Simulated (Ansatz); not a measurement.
# A ladder of methods for AlH3O (AlH2(OH))

AlH3O has 5 atoms, charge 0, and is taken as a singlet. As SMILES, `[H][Al]([H])[OH]`. Geometry: a GFN2-xTB relaxation, a rough one for these elements and not checked as a minimum.

Each level gives the electronic atomisation energy (eV). The values are calculated. Electronic energies at fixed atoms, without zero-point motion or spin-orbit coupling.

```json
{"level": "HF/STO-3G", "kind": "Hartree–Fock", "program": "Ansatz", "value (eV)": "14.18", "less FCI/STO-3G": "-1.56", "CPU time (all runs)": "0.4 s"}
{"level": "BLYP/STO-3G", "kind": "GGA", "program": "Ansatz", "value (eV)": "19.15", "less FCI/STO-3G": "+3.41", "CPU time (all runs)": "2.4 s"}
{"level": "r2SCAN/STO-3G", "kind": "meta-GGA", "program": "Ansatz", "value (eV)": "19.02", "less FCI/STO-3G": "+3.28", "CPU time (all runs)": "6 s"}
{"level": "B3LYP/STO-3G", "kind": "global hybrid", "program": "Ansatz", "value (eV)": "18.92", "less FCI/STO-3G": "+3.18", "CPU time (all runs)": "2.3 s"}
{"level": "wB97X/STO-3G", "kind": "range-separated hybrid", "program": "Ansatz", "value (eV)": "18.59", "less FCI/STO-3G": "+2.85", "CPU time (all runs)": "14 s"}
{"level": "RPA@PBE/STO-3G", "kind": "RPA", "program": "Ansatz", "value (eV)": "15.37", "less FCI/STO-3G": "-0.37", "CPU time (all runs)": "3.9 s"}
{"level": "MP2/STO-3G", "kind": "perturbation theory", "program": "Ansatz", "value (eV)": "15.45", "less FCI/STO-3G": "-0.29", "CPU time (all runs)": "0.45 s"}
{"level": "BCCD(T)/STO-3G", "kind": "coupled cluster or CI", "program": "Ansatz", "value (eV)": "15.74", "less FCI/STO-3G": "0.00", "CPU time (all runs)": "0.85 s"}
{"level": "CCSD(T)/STO-3G", "kind": "coupled cluster or CI", "program": "Ansatz", "value (eV)": "15.74", "less FCI/STO-3G": "0.00", "CPU time (all runs)": "0.94 s"}
{"level": "FCI/STO-3G", "kind": "exact in the basis", "program": "Ansatz", "value (eV)": "15.74", "less FCI/STO-3G": "0.00", "CPU time (all runs)": "2.5 s"}
```

FCI/STO-3G is exact within its basis and frozen core, so for wave-function methods in that basis the difference is their error; functionals converge differently with the basis, so for them it is only a difference. The values span 14.18 to 19.15 eV. All rows use very small basis sets, so even the best lies far from the true value. CPU times are rough (shared hosts, several kinds of processor): they show what a rung costs within a factor of a few.
